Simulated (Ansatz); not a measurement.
# ClFH2Si: the cost of one run

All numbers below are computed with Ansatz 0.2.0 (RKS B3LYP-D4/def2-SVP).

### 1 The structure to begin with

Bond lengths: Si1–F2 1.790 Å, Si1–H3 1.660 Å, Si1–Cl4 2.128 Å, Si1–H5 1.459 Å. Angles: F2–Si1–H3 43.3°, F2–Si1–Cl4 122.7°, F2–Si1–H5 122.7°, H3–Si1–Cl4 122.2°, H3–Si1–H5 122.2°, Cl4–Si1–H5 109.5°.

As a file:

```xyz
5

Si    0.0000    0.0000    0.0000
F     0.9996    0.0000    1.4848
H     1.6189    0.0000    0.3673
Cl   -1.0032    1.7381   -0.7093
H    -0.6877   -1.1914   -0.4862
```

### 2 Pulling towards end A

Springs on the bonds that form and break draw the guess towards this end; the thresholds are loose.

input.yaml

```yaml
crystal:
  periodic: [false, false, false]
  atoms:
    - { symbol: Si, position_ang: [0.0, 0.0, 0.0] }
    - { symbol: F, position_ang: [0.9996, 0.0, 1.4848] }
    - { symbol: H, position_ang: [1.6189, 0.0, 0.3673] }
    - { symbol: Cl, position_ang: [-1.0032, 1.7381, -0.7093] }
    - { symbol: H, position_ang: [-0.6877, -1.1914, -0.4862] }
basis:
  gaussian: { orbitals: def2-SVP }
hamiltonian:
  xc: b3lyp
  dispersion: d4
relax:
  f_tol: 0.15
  max_steps: 25
  restrain:
    - { distance: [1, 2], at: 2.12, k: 30.0 }
    - { distance: [0, 1], at: 1.59, k: 30.0 }
    - { distance: [0, 2], at: 1.46, k: 30.0 }
```

The run is started by

```sh
$ ansatz run input.yaml --threads 1 --pin off --max-ram 2048MiB --backend cpu --events-out ev --progress --plain --runs-dir out
```

What time and memory should one allow on 1 thread of Arm Neoverse V1, shared host?

About 11 s, with a peak of 0.12 GiB.
